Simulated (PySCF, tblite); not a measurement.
# 1,2-dichloro-1-fluoroethane (C₂H₃Cl₂F): isotopologues and vibrational averages

How do isotopes change the rotational constants and shieldings of 1,2-dichloro-1-fluoroethane (C₂H₃Cl₂F) (`F[C@H](Cl)CCl`)?

Computed with tblite 0.8.0 (tight binding) and PySCF 2.14.0 (DFT, with response routines of our own); each step states its level. Atoms count from 0 throughout.

### Step 1. The starting structure

8 atoms, charge 0, multiplicity 1; geometry from: force field or distance geometry start.

Bonds of the start (Å): C1–C3 1.53, C1–Cl2 1.77, C1–H5 1.07, C3–Cl4 1.73, C3–H6 1.14, C3–H7 1.09, F0–C1 1.37.

### Step 2. GFN2-xTB relaxation, lowest of a short conformer search

Job settings and geometry (Å):

```
{"job": {"xc": "GFN2-xTB", "basis": "xTB", "kind": "relax"}, "charge": 0, "multiplicity": 1}
F     -0.768400     1.403000     0.536900
C     -0.683700     0.285100    -0.242300
Cl    -1.953500    -0.867000     0.215900
C      0.683500    -0.315700     0.102400
Cl     1.976900     0.785100    -0.225600
H     -0.673500     0.546200    -1.276100
H      0.659900    -0.534300     1.218600
H      0.795000    -1.264800    -0.428100
```

On the command line:

```bash
OMP_NUM_THREADS=1 python ens_run.py task.json out
```

This one command runs the whole study; its stages follow in the order run.

Log:

```text
step      E/eV     max force
  0    -534.11117    2.251
  1    -534.22322    0.748
  2    -534.24885    0.464
  3    -534.26130    0.410
  4    -534.27537    0.317
  5    -534.28011    0.239
  6    -534.28305    0.152
  7    -534.28492    0.125
  8    -534.28648    0.102
  9    -534.28724    0.075
 10    -534.28760    0.059
 11    -534.28791    0.055
 12    -534.28835    0.076
 13    -534.28888    0.093
 14    -534.28936    0.082
 15    -534.28972    0.054
 16    -534.29002    0.056
 17    -534.29039    0.080
 18    -534.29099    0.103
 19    -534.29194    0.122
 20    -534.29311    0.099
 21    -534.29391    0.074
 22    -534.29435    0.046
 23    -534.29469    0.052
 24    -534.29503    0.055
 25    -534.29557    0.067
 26    -534.29613    0.061
 27    -534.29651    0.049
 28    -534.29666    0.033
 29    -534.29670    0.017
 30    -534.29671    0.010
 31    -534.29672    0.007
 32    -534.29672    0.007
 33    -534.29673    0.005
 34    -534.29673    0.004
```

Wall time 0.1 s (1 thread of Intel Xeon 6975P-C, shared host).

The energy fell by 0.186 eV, and the atoms moved 0.12 Å (root mean square).

### Step 3. Tight optimisation and Hessian

Job settings and geometry (Å):

```
{"job": {"xc": "B3LYP", "basis": "pcSseg-1", "grid": 2, "temperatures": [350, 700], "kind": "geom"}, "charge": 0, "multiplicity": 1}
F     -0.896707     1.373267     0.591405
C     -0.647409     0.303187    -0.199603
Cl    -1.960566    -0.884912     0.051481
C      0.677005    -0.339803     0.163958
Cl     2.020143     0.701982    -0.374016
H     -0.689861     0.642903    -1.240783
H      0.754232    -0.457347     1.245153
H      0.779392    -1.301627    -0.335856
```

Log:

```text
step   0  E = -29884.5047561 eV  max force = 0.49107
step   1  E = -29884.5200460 eV  max force = 0.28990
step   2  E = -29884.5273916 eV  max force = 0.14019
step   3  E = -29884.5311822 eV  max force = 0.04662
step   4  E = -29884.5316113 eV  max force = 0.01379
step   5  E = -29884.5316302 eV  max force = 0.00137
step   6  E = -29884.5316302 eV  max force = 0.00137
step   7  E = -29884.5316304 eV  max force = 0.00060
harmonic wavenumbers (cm-1): 105.3 191.2 284.0 381.3 463.9 723.0 778.1 872.6 1035.2 1121.4 1201.3 1255.1 1315.8 1393.7 1459.7 3095.9 3119.2 3166.2
```

It took 4.5 min on 1 thread of Intel Xeon 6975P-C, shared host; peak memory 0.52 GiB.

### Step 4. Displacements along the modes, parent

Job settings and geometry (Å):

```
{"job": {"xc": "B3LYP", "basis": "pcSseg-1", "grid": 2, "temperatures": [350, 700], "kind": "vib", "mass_numbers": [19, 12, 35, 12, 35, 1, 1, 1]}, "charge": 0, "multiplicity": 1}
F     -0.861157     1.417660     0.553279
C     -0.647518     0.306814    -0.205565
Cl    -1.978596    -0.884325     0.119747
C      0.672990    -0.337399     0.152757
Cl     2.051936     0.742396    -0.300153
H     -0.722687     0.581972    -1.259150
H      0.723246    -0.513596     1.228384
H      0.798014    -1.275873    -0.387559
```

Log:

```text
mode    cm-1    km/mol   phi_rrr   E(+)/cm-1  E(-)/cm-1
  1    105.31     4.85     -13.9      18.59      21.27
  2    191.20     5.46       8.6      34.31      34.70
  3    283.98     0.95     -21.5      50.16      52.11
  4    381.26     3.03      50.8      70.51      66.83
  5    463.91    10.84      20.5      84.38      83.99
  6    722.99   150.16     -69.6     127.90     132.81
  7    778.11    18.14     133.5     144.86     135.50
  8    872.57    18.82     -80.2     154.42     160.84
  9   1035.17    37.15      56.9     188.62     184.59
 10   1121.40    99.32      77.3     205.10     199.22
 11   1201.29    25.50      27.1     217.71     215.93
 12   1255.08    19.88      -2.2     226.55     226.46
 13   1315.83     0.43     -37.5     235.63     239.08
 14   1393.69    14.91       0.5     251.94     251.14
 15   1459.68    11.85      95.8     266.56     259.48
 16   3095.87     3.62    1329.0     607.59     512.10
 17   3119.21     6.40   -1872.9     499.54     634.15
 18   3166.17     0.17    -219.2     564.99     580.42
```

Wall time 4.6 min (1 thread of Intel Xeon 6975P-C, shared host); peak memory 0.6 GiB.

### Step 5. Displacements along the modes, 2H at atom 6

Job settings and geometry (Å):

```
{"job": {"xc": "B3LYP", "basis": "pcSseg-1", "grid": 2, "temperatures": [350, 700], "kind": "vib", "mass_numbers": [19, 12, 35, 12, 35, 1, 2, 1]}, "charge": 0, "multiplicity": 1}
F     -0.861157     1.417660     0.553279
C     -0.647518     0.306814    -0.205565
Cl    -1.978596    -0.884325     0.119747
C      0.672990    -0.337399     0.152757
Cl     2.051936     0.742396    -0.300153
H     -0.722687     0.581972    -1.259150
H      0.723246    -0.513596     1.228384
H      0.798014    -1.275873    -0.387559
```

Log:

```text
mode    cm-1    km/mol   phi_rrr   E(+)/cm-1  E(-)/cm-1
  1    101.50     4.35     -12.6      17.89      20.31
  2    189.49     5.10      -8.1      34.36      34.01
  3    282.78     0.94     -21.3      49.96      51.87
  4    378.26     4.27      40.9      69.67      66.59
  5    422.94     7.62      16.8      76.78      76.48
  6    707.57    91.28    -154.4     122.15     133.07
  7    757.78    77.11    -145.9     131.46     141.71
  8    818.68     7.77     -34.5     146.33     149.09
  9    922.71    19.78     -12.6     166.27     166.85
 10   1002.39    26.78     125.7     185.07     175.91
 11   1128.99   119.84     178.1     210.10     197.05
 12   1244.46    18.41      -1.7     224.72     224.63
 13   1282.76     7.23      23.3     232.70     230.53
 14   1317.78    13.24     -60.2     235.99     239.97
 15   1383.58    11.72       9.9     250.70     249.11
 16   2297.55     1.81   -1228.1     372.36     460.69
 17   3119.18     6.50    1827.2     632.37     501.03
 18   3137.35     1.79    1848.0     636.03     503.66
```

Wall time 5 min (1 thread of Intel Xeon 6975P-C, shared host); peak memory 0.56 GiB.

### Step 6. Vibrational averages by isotopologue

Job settings and geometry (Å):

```
{"job": {"xc": "B3LYP", "basis": "pcSseg-1", "grid": 2, "temperatures": [350, 700], "kind": "iso"}, "charge": 0, "multiplicity": 1}
F     -0.861157     1.417660     0.553279
C     -0.647518     0.306814    -0.205565
Cl    -1.978596    -0.884325     0.119747
C      0.672990    -0.337399     0.152757
Cl     2.051936     0.742396    -0.300153
H     -0.722687     0.581972    -1.259150
H      0.723246    -0.513596     1.228384
H      0.798014    -1.275873    -0.387559
```

Log:

```text
parent
  Be/MHz 7588.768 1446.698 1260.727
  B0/MHz 7533.733 1438.392 1253.006
  ZPE/cm-1 10981.4
  <sigma>(0 K)/ppm 302.006 62.349 629.321 119.311 780.139 24.872 27.097 27.427
2H at atom 6
  Be/MHz 7324.413 1437.545 1258.897
  B0/MHz 7274.713 1429.376 1251.327
  ZPE/cm-1 10247.9
  <sigma>(0 K)/ppm 302.241 62.394 629.625 119.654 781.886 24.876 27.228 27.442
```

It took 14 min on 1 thread of Intel Xeon 6975P-C, shared host; peak memory 0.6 GiB. This counts the whole study up to here.

Rotational constants (MHz) at equilibrium and in the ground state:

```tsv
isotopologue	Be	B0	zero-point change (cm⁻¹)
parent	7588.8, 1446.7, 1260.7	7533.7, 1438.4, 1253.0	0.0
2H at atom 6	7324.4, 1437.5, 1258.9	7274.7, 1429.4, 1251.3	-733.5
```

Shieldings of the first species (ppm): at equilibrium, the vibrational parts at 0 K, and the averages:

```tsv
atom	equilibrium	anharmonic	harmonic	0 K	350 K	700 K
F0	315.55	-3.68	-9.86	302.01	299.75	294.29
C1	66.11	-2.08	-1.68	62.35	61.58	59.96
Cl2	652.60	-6.94	-16.34	629.32	621.53	606.00
C3	123.52	-1.54	-2.67	119.31	118.61	117.31
Cl4	805.91	-5.84	-19.94	780.14	774.71	762.66
H5	25.48	-0.20	-0.41	24.87	24.83	24.71
H6	27.73	-0.14	-0.50	27.10	27.05	26.93
H7	28.09	-0.14	-0.52	27.43	27.37	27.24
```

Isotope effects on the shieldings at 0 K (ppb; positive means more shielded):

```tsv
atom	2H at atom 6
F0	235
C1	44
Cl2	305
C3	343
Cl4	1747
H5	3
H6	131
H7	15
```

### Step 7. Tight optimisation and Hessian, xc revPBE; basis 6-31G*; delta 0.3

Job settings and geometry (Å):

```
{"job": {"xc": "revPBE", "basis": "6-31G*", "grid": 2, "temperatures": [350, 700], "j": false, "delta": 0.3, "kind": "geom"}, "charge": 0, "multiplicity": 1}
F     -0.896707     1.373267     0.591405
C     -0.647409     0.303187    -0.199603
Cl    -1.960566    -0.884912     0.051481
C      0.677005    -0.339803     0.163958
Cl     2.020143     0.701982    -0.374016
H     -0.689861     0.642903    -1.240783
H      0.754232    -0.457347     1.245153
H      0.779392    -1.301627    -0.335856
```

Log:

```text
step   0  E = -29877.5945410 eV  max force = 0.79364
step   1  E = -29877.6423707 eV  max force = 0.22723
step   2  E = -29877.6448101 eV  max force = 0.12721
step   3  E = -29877.6503084 eV  max force = 0.04131
step   4  E = -29877.6506714 eV  max force = 0.01683
step   5  E = -29877.6507152 eV  max force = 0.00129
step   6  E = -29877.6507152 eV  max force = 0.00129
step   7  E = -29877.6507156 eV  max force = 0.00061
harmonic wavenumbers (cm-1): 107.4 183.5 274.5 365.1 447.9 697.9 749.5 855.7 1018.1 1106.3 1186.3 1240.5 1299.0 1369.6 1447.1 3050.5 3056.9 3121.6
```

Run time: 4.8 min. Hardware: 1 thread of Intel Xeon 6975P-C, shared host; peak memory 0.44 GiB.

### Step 8. Displacements along the modes, xc revPBE; basis 6-31G*; delta 0.3; parent

Job settings and geometry (Å):

```
{"job": {"xc": "revPBE", "basis": "6-31G*", "grid": 2, "temperatures": [350, 700], "j": false, "delta": 0.3, "kind": "vib", "mass_numbers": [19, 12, 35, 12, 35, 1, 1, 1]}, "charge": 0, "multiplicity": 1}
F     -0.864031     1.439943     0.548488
C     -0.653013     0.318038    -0.206948
Cl    -1.982917    -0.892588     0.134655
C      0.679043    -0.340163     0.152509
Cl     2.061775     0.747513    -0.285141
H     -0.733868     0.575387    -1.274725
H      0.724495    -0.529789     1.235031
H      0.804746    -1.280692    -0.402130
```

Log:

```text
mode    cm-1    km/mol   phi_rrr   E(+)/cm-1  E(-)/cm-1
  1    107.35     4.78     -13.0       4.41       5.38
  2    183.49     5.35      -8.0       8.48       8.05
  3    274.53     1.00      21.9      12.54      12.17
  4    365.05     3.46      51.5      16.67      16.18
  5    447.92    10.40     -18.7      20.39      20.02
  6    697.87   170.61      19.8      31.49      31.34
  7    749.53     7.63    -145.7      33.15      34.32
  8    855.65    12.76     -82.0      38.00      39.08
  9   1018.08    25.57     -63.5      45.60      46.06
 10   1106.32    96.64     132.1      50.48      49.14
 11   1186.34    24.54     -22.9      53.33      53.50
 12   1240.53    22.42      -3.4      55.85      55.87
 13   1298.95     0.22     -27.8      58.18      58.79
 14   1369.57    19.01     -13.4      61.80      61.54
 15   1447.10     8.79    -109.4      64.62      65.66
 16   3050.53     3.83    1197.5     142.78     132.01
 17   3056.92    15.01    1485.5     144.56     131.12
 18   3121.56     1.69    -160.0     139.99     141.29
```

Wall time 4.4 min (1 thread of Intel Xeon 6975P-C, shared host); peak memory 0.45 GiB.

### Step 9. Displacements along the modes, xc revPBE; basis 6-31G*; delta 0.3; 2H at atom 6

Job settings and geometry (Å):

```
{"job": {"xc": "revPBE", "basis": "6-31G*", "grid": 2, "temperatures": [350, 700], "j": false, "delta": 0.3, "kind": "vib", "mass_numbers": [19, 12, 35, 12, 35, 1, 2, 1]}, "charge": 0, "multiplicity": 1}
F     -0.864031     1.439943     0.548488
C     -0.653013     0.318038    -0.206948
Cl    -1.982917    -0.892588     0.134655
C      0.679043    -0.340163     0.152509
Cl     2.061775     0.747513    -0.285141
H     -0.733868     0.575387    -1.274725
H      0.724495    -0.529789     1.235031
H      0.804746    -1.280692    -0.402130
```

Log:

```text
mode    cm-1    km/mol   phi_rrr   E(+)/cm-1  E(-)/cm-1
  1    103.34     4.33      11.6       5.14       4.27
  2    181.92     5.03      -7.8       8.39       8.00
  3    273.38     1.01     -21.7      12.12      12.48
  4    362.32     4.27      42.4      16.53      16.08
  5    409.01     7.48      15.8      18.29      18.59
  6    688.48   125.26    -122.1      30.48      31.50
  7    728.35    50.76     140.0      33.33      32.23
  8    804.39     8.00     -33.9      35.98      36.47
  9    910.29    15.40     -11.9      41.00      41.00
 10    980.80    19.55    -137.5      43.51      44.77
 11   1115.09   112.80     208.8      51.21      49.20
 12   1233.57    24.51       6.4      55.59      55.51
 13   1264.43     3.35      10.0      57.11      56.77
 14   1298.25    11.50     -61.5      58.24      58.71
 15   1361.10    13.91       6.4      61.10      61.50
 16   2264.20     2.54    1241.5     107.68      96.47
 17   3056.38    13.81   -1963.9     129.04     146.78
 18   3091.31     3.58   -1944.8     130.77     148.14
```

It took 4.2 min on 1 thread of Intel Xeon 6975P-C, shared host; peak memory 0.45 GiB.

### Step 10. Vibrational averages by isotopologue, second settings

Job settings and geometry (Å):

```
{"job": {"xc": "revPBE", "basis": "6-31G*", "grid": 2, "temperatures": [350, 700], "j": false, "delta": 0.3, "kind": "iso"}, "charge": 0, "multiplicity": 1}
F     -0.864031     1.439943     0.548488
C     -0.653013     0.318038    -0.206948
Cl    -1.982917    -0.892588     0.134655
C      0.679043    -0.340163     0.152509
Cl     2.061775     0.747513    -0.285141
H     -0.733868     0.575387    -1.274725
H      0.724495    -0.529789     1.235031
H      0.804746    -1.280692    -0.402130
```

Log:

```text
parent
  Be/MHz 7437.397 1435.614 1247.971
  B0/MHz 7382.651 1426.665 1239.831
  ZPE/cm-1 10788.6
  <sigma>(0 K)/ppm 293.926 76.640 637.579 133.155 779.393 25.143 27.632 27.980
2H at atom 6
  Be/MHz 7180.231 1426.689 1246.053
  B0/MHz 7130.609 1417.888 1238.087
  ZPE/cm-1 10063.3
  <sigma>(0 K)/ppm 294.167 76.682 637.908 133.488 781.028 25.146 27.755 27.998
```

It took 13 min on 1 thread of Intel Xeon 6975P-C, shared host; peak memory 0.6 GiB. This counts the runs that the step sums up.

Rotational constants (MHz) at equilibrium and in the ground state:

```tsv
isotopologue	Be	B0	zero-point change (cm⁻¹)
parent	7437.4, 1435.6, 1248.0	7382.7, 1426.7, 1239.8	0.0
2H at atom 6	7180.2, 1426.7, 1246.1	7130.6, 1417.9, 1238.1	-725.3
```

Shieldings of the first species (ppm): at equilibrium, the vibrational parts at 0 K, and the averages:

```tsv
atom	equilibrium	anharmonic	harmonic	0 K	350 K	700 K
F0	308.18	-4.23	-10.02	293.93	291.25	284.98
C1	79.84	-1.97	-1.23	76.64	75.86	74.31
Cl2	661.01	-7.40	-16.04	637.58	629.23	612.53
C3	137.04	-1.52	-2.36	133.16	132.52	131.33
Cl4	805.01	-6.17	-19.45	779.39	774.16	761.97
H5	25.71	-0.20	-0.36	25.14	25.11	25.00
H6	28.24	-0.14	-0.47	27.63	27.59	27.49
H7	28.61	-0.15	-0.48	27.98	27.93	27.81
```

Isotope effects on the shieldings at 0 K (ppb; positive means more shielded):

```tsv
atom	2H at atom 6
F0	241
C1	42
Cl2	329
C3	333
Cl4	1635
H5	3
H6	123
H7	18
```

### Step 11. What came out

| quantity | value |
| --- | --- |
| point group | C1 |
| B0 of the first species | 7533.7, 1438.4, 1253.0 MHz |
| zero-point energy | 10981 cm⁻¹ |
| zero-point change of σ(Cl4) | -25.78 ppm |

What this shows: Zero-point motion changes the shielding of Cl4 most, by -25.78 ppm. The largest secondary isotope effect is 1747 ppb on Cl4, 2 bonds from the change (2H at atom 6). The job flags a low mode; perturbation theory is less sure for low modes. Internal rotors are held in one well.
